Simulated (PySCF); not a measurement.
## Aluminium: a sound run and one with changed settings

Sound run: Al [Ne] 3s2 3p1, Al⁺ [Ne] 3s2. Calculation: PySCF 2.14, in def2-TZVP (5s5p2d1f, 37 functions); no relativity, point nucleus. In the sound run the correlated levels freeze [Ne]. The sound run starts from symmetry-adapted Hartree-Fock orbitals and uses a fine grid where one is needed.

Changed run: all electrons correlated in a basis built for the valence shell.

```json
{"species": "Al", "method": "MP2", "sound run (hartree)": "-241.90934", "changed run (hartree)": "-242.02648", "converged": "yes"}
{"species": "Al", "method": "CCSD(T)", "sound run (hartree)": "-241.92584", "changed run (hartree)": "-242.04406", "converged": "yes"}
{"species": "Al⁺", "method": "MP2", "sound run (hartree)": "-241.69600", "changed run (hartree)": "-241.81345", "converged": "yes"}
{"species": "Al⁺", "method": "CCSD(T)", "sound run (hartree)": "-241.70808", "changed run (hartree)": "-241.82666", "converged": "yes"}
```

Ionisation energy of Al:

```csv
method,sound run (eV),changed run (eV)
UHF,5.595,5.595
MP2,5.805,5.797
SCS-MP2,5.789,5.781
CCSD,5.895,5.889
CCSD(T),5.925,5.916
```

A valence basis has no tight correlating functions, so it recovers only part of the core correlation, and not evenly between atom and ion.

For comparison, NIST gives 5.986 eV between the lowest levels.
